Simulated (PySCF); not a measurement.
**Question.** Give a GFN2-xTB geometry of `c1ccc2nccnc2c1` (quinoxaline).

**Answer.** 
Z-matrix in Å and degrees, rows numbered from 1:
```
C 
C   1  1.4062
C   2  1.3669  1  120.85
C   3  1.4091  2  119.73  1    -0.10
N   4  1.3506  3  119.96  2  -179.91
C   5  1.3049  4  117.20  3   179.96
C   6  1.4111  5  122.18  4    -0.02
N   7  1.3048  6  122.14  5     0.07
C   8  1.3505  7  117.20  6    -0.06
C   1  1.3669  2  120.84  3     0.01
H   1  1.0801  2  119.07  3  -179.98
H   2  1.0802  1  119.03  3   179.97
H   3  1.0788  2  122.04  1   179.90
H   6  1.0820  5  116.69  4   179.99
H   7  1.0822  6  121.21  5  -179.95
H  10  1.0788  1  122.14  2  -179.91
```

The C–C distances run from 1.367 Å (C1–C10, aromatic) to 1.424 Å (C4–C9, aromatic), a spread of 0.057 Å. N5 (pyridine-type nitrogen) is bent (angle 117.2°). The 6-membered ring C4–N5–C6–C7–N8–C9 has internal angles of 117.2° to 122.2°; it is planar, 0.00 Å rms from its mean plane, widest ring torsion 0°. The 10 heavy atoms lie in one plane (0.001 Å rms).

The geometry is computed with GFN2-xTB (gas phase).

Point group: C2v (every atom within 0.08 Å of its image). No GFN2-xTB frequencies stand behind this structure, so it isn't proved a minimum.
